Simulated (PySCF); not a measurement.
**Structure elucidation problem**

Molecular formula: C4H5N. Simulated spectra:

1H NMR (400 MHz, computed): δ 6.97 (m, 1H), 5.44 (d, 1H), 2.09 (d, 3H).

13C{1H} NMR (computed): δ 161.5 (CH), 122.2 (C), 107.3 (CH), 23.6 (CH3).

PySCF 2.14 calculation with geometry: GFN2-xTB and NMR shieldings at PBE0/pcSseg-1/GIAO; one averaged value for each set of equivalent atoms, non-relativistic, no solvent model, a single conformation.

Scale: 1H, 13C against TMS (reference shieldings calculated alike).

**Question.** Propose a structure and justify it.

**Answer.** 
1. The formula gives 3 degrees of unsaturation (no ring in the answer).
2. 4 carbon signals for 4 carbons: no two carbons are equivalent.
3. Carbon types of the structure: 1 × C, 2 × CH, 1 × CH3, which accounts for all hydrogens.
4. δC 161.5, 107.3: alkene CH; an sp2 carbon of a C=C bond.
5. δC 122.2: nitrile carbon; typical of a nitrile.
6. δC 23.6: allylic methyl carbon; aliphatic region, no heteroatom directly attached.
7. δH 6.97, 5.44: hydrogen on an alkene CH; attached to an sp2 carbon and in the plane of the double bond.
8. δH 2.09: hydrogen on an allylic methyl carbon; allylic position.

These data were computed for `C/C=C/C#N`.

The data come from this structure; uniqueness wasn't tested.

Shifts are as computed. Against solution values, carbons near 30 ppm lie about +3 ppm off and those near 130 ppm about +5 ppm. Of 1211 compounds with measured shifts, 218 miss one by over three times the rms of a fit or turn the order of signals round; such compounds aren't used in these exercises. Multiplicities follow the n + 1 count of equivalent neighbours, as no J values were calculated; m marks all less simple cases, F and P coupling included.
